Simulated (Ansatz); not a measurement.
bcc Li, treated with LDA (Ansatz, an electronic-structure program, PAW).

Settings: plane-wave cutoff 520 eV, 26×26×26 k mesh, Fermi–Dirac smearing 0.08 eV (set by the program), scalar-relativistic PAW data made under PBE.

Cell (relaxed at this level):

```cif
data_Li
_chemical_formula_sum 'Li1'
_space_group_name_H-M_alt 'P 1'
_space_group_IT_number 1
_cell_length_a 2.91223
_cell_length_b 2.91223
_cell_length_c 2.91223
_cell_angle_alpha 109.471
_cell_angle_beta 109.471
_cell_angle_gamma 109.471
loop_
_space_group_symop_operation_xyz
  'x, y, z'
loop_
_atom_site_label
_atom_site_type_symbol
_atom_site_fract_x
_atom_site_fract_y
_atom_site_fract_z
_atom_site_occupancy
Li1 Li 0.00000 0.00000 0.00000 1
```

Q: What does this level give for the elastic constant C44, elastic constant C11, Young modulus and elastic constant C12?

A: 
elastic constant C44: 11.9 GPa
elastic constant C11: 16.4 GPa
Young modulus: 13.4 GPa
elastic constant C12: 14.3 GPa

Measured, for comparison: elastic constant C44 9.6 GPa (temperature not stated, not corrected to a static lattice, our sources range from 9.60 to 10.7; as tabulated in Mechanics & Industry (2023), article mi220138, Table 3); elastic constant C11 14.7 GPa (temperature not stated, not corrected to a static lattice, our sources range from 13.4 to 14.7; as tabulated in arXiv:1601.06701); elastic constant C12 11.3 GPa (temperature not stated, not corrected to a static lattice, our sources range from 11.3 to 12.5; as tabulated in Mechanics & Industry (2023), article mi220138, Table 3). Computed (rounded) less measured: elastic constant C44 not scored (sources differ), elastic constant C11 +12 % (+12 % to +22 % over the range), elastic constant C12 not scored (sources differ).

Elastic constants are with the ions relaxed.

The computed numbers hold no vibrational or temperature effects.
